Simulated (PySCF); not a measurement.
# OH2: triplet, from a linear start

The task is one start of a wider search on OH2: the triplet, from a linear start. It is relaxed, tested by its Hessian and followed downhill if it is a saddle.

Method: PBE0, basis O def2-TZVP, H def2-TZVP, no relativity, density fitting; program: PySCF 2.14.0.

## (1) The system as given

3 atoms, charge 0, spin multiplicity 3.

Bond lengths: O1–H2 0.950 Å, O1–H3 0.950 Å. Angles: H2–O1–H3 180.0°.

Z-matrix (Å, degrees; charge 0 multiplicity 3):
```
O
H  1 0.9500
H  1 0.9500 2 180.00
```

## (2) First SCF at the start

One driver script runs all steps and calls PySCF; scf.py shows how it sets up the SCF of each step. The optimiser is the driver's own. After this first run the driver tries any further starts and a stability analysis.

scf.py

```python
from pyscf import gto, scf, dft
mol = gto.M(atom='''
O      0.000000     0.000000     0.000000
H      0.000000     0.000000     0.950000
H      0.000000     0.000000    -0.950000''',
    basis={'O': 'def2-TZVP', 'H': 'def2-TZVP'},
    charge=0, spin=2)
mf = dft.UKS(mol, xc='PBE0')
mf.grids.atom_grid = (50, 194)
aux = {'O': 'def2-universal-JKFIT', 'H': 'def2-universal-JKFIT'}
mf = mf.density_fit(auxbasis=aux)
mf.conv_tol = 1e-08
mf.diis_space = 10
mf.max_cycle = 60
mf.init_guess = 'minao'
mf.verbose = 4
mf.kernel()
```

Launch:

```
> OMP_NUM_THREADS=2 python axn.py task.json out
```

Standard output:

```text
init E= -76.2974981451185
[... the frontier-level lines of each cycle are left out ...]
cycle= 1 E= -76.0839837588491  delta_E= 0.214  |g|= 0.129  |ddm|= 2.65
cycle= 2 E= -76.0901877716814  delta_E= -0.0062  |g|= 0.0336  |ddm|= 0.301
cycle= 3 E= -76.0904027984583  delta_E= -0.000215  |g|= 0.0244  |ddm|= 0.0489
cycle= 4 E= -76.0905955632776  delta_E= -0.000193  |g|= 0.00372  |ddm|= 0.0324
cycle= 5 E= -76.0906013564039  delta_E= -5.79e-06  |g|= 0.000309  |ddm|= 0.0083
cycle= 6 E= -76.0906014421886  delta_E= -8.58e-08  |g|= 4.75e-05  |ddm|= 0.00105
cycle= 7 E= -76.0906014451424  delta_E= -2.95e-09  |g|= 1.06e-05  |ddm|= 0.000235
Extra cycle  E= -76.0906014455846  delta_E= -4.42e-10  |g|= 9.26e-06  |ddm|= 2.56e-05
converged SCF energy = -76.0906014455846  <S^2> = 2.0025066  2S+1 = 3.0016706
```

This step, with its further starts and checks, ran for 3.2 s (2 threads of Arm Neoverse V2, shared host).

Energies from each starting density:

| start | energy (Eh) |
| --- | --- |
| the minimal-basis guess | -76.090601 |
| a thermally smeared density | -76.090601 |
| a smeared PBE density | -76.090602 |

No lower solution of this spin turned up from the other starts or in the test of internal stability.

## (3) Linear start, triplet: relaxation

The program finds D∞h symmetry in the start, which this walk keeps. The walk stops when the largest gradient is under 0.0003 Eh/bohr and the energy has settled too.

Edit scf.py of step 2 so:

```diff
@@ -15 +14,0 @@
-mf.init_guess = 'minao'
```

Steps of the walk:

| step | energy (Eh) | change (kJ/mol) | largest symmetric gradient (Eh/bohr) |
| --- | --- | --- | --- |
| 0 | -76.090603 | 0.00 | 0.13900 |
| 1 | -76.134184 | -114.42 | 0.04267 |
| 2 | -76.140573 | -131.20 | 0.01662 |
| 3 | -76.141945 | -134.80 | 0.00351 |
| 4 | -76.142017 | -134.99 | 0.00038 |
| 5 | -76.142018 | -134.99 | 0.00001 |

The walk took 2.1 s.

It settles in D∞h symmetry, 135.0 kJ/mol below the start, after 5 steps: O–H 1.191 Å (×2); H–O–H 180.0°.

## (4) Hessian and properties

The point was taken to the finer grid, but the Hessian did not finish, so its nature is unknown.

## (5) Summary of results

| quantity | value |
| --- | --- |
| relaxations | 1 |
| converged | 1 |
| saddle points found | 0 |
| minima found | 0 |

What this shows: No minimum was confirmed: the lowest point reached has no frequency check without an imaginary mode. Nothing here is shown to be an equilibrium property yet.
